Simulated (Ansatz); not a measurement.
# BFHS: the cost of one run

Program: Ansatz 0.2.0. Level of theory: UKS r2SCANh-D4/def2-SVP. These are calculated values, not measurements.

### Step 1. The starting structure

Bond lengths: F1–B2 1.443 Å, B2–S3 1.911 Å, S3–H4 1.407 Å. Angles: F1–B2–S3 121.6°, B2–S3–H4 88.8°.

As a file:

```xyz
4

F     0.5667   -0.1183    1.7279
B     0.8021   -0.2503    0.3107
S    -0.6304   -0.5402   -0.9203
H    -0.6829    0.8484   -1.1386
```

### Step 2. Relaxing the start

File input.yaml:

```yaml
crystal:
  periodic: [false, false, false]
  atoms:
    - { symbol: F, position_ang: [0.5667, -0.1183, 1.7279] }
    - { symbol: B, position_ang: [0.8021, -0.2503, 0.3107] }
    - { symbol: S, position_ang: [-0.6304, -0.5402, -0.9203] }
    - { symbol: H, position_ang: [-0.6829, 0.8484, -1.1386] }
magnetization:
  spin_polarized: true
  initial_magnetization: 1
basis:
  gaussian: { orbitals: def2-SVP }
hamiltonian:
  xc: r2scanh
  dispersion: d4
relax:
  f_tol: 0.02
  max_steps: 40
```

Launch:

```console
ansatz run input.yaml --threads 1 --pin off --max-ram 2048MiB --backend cpu --events-out ev --progress --plain --runs-dir out
```

What time and memory should one allow on 1 thread of Arm Neoverse V2, shared host?

About 25 s, with a peak of 0.16 GiB.
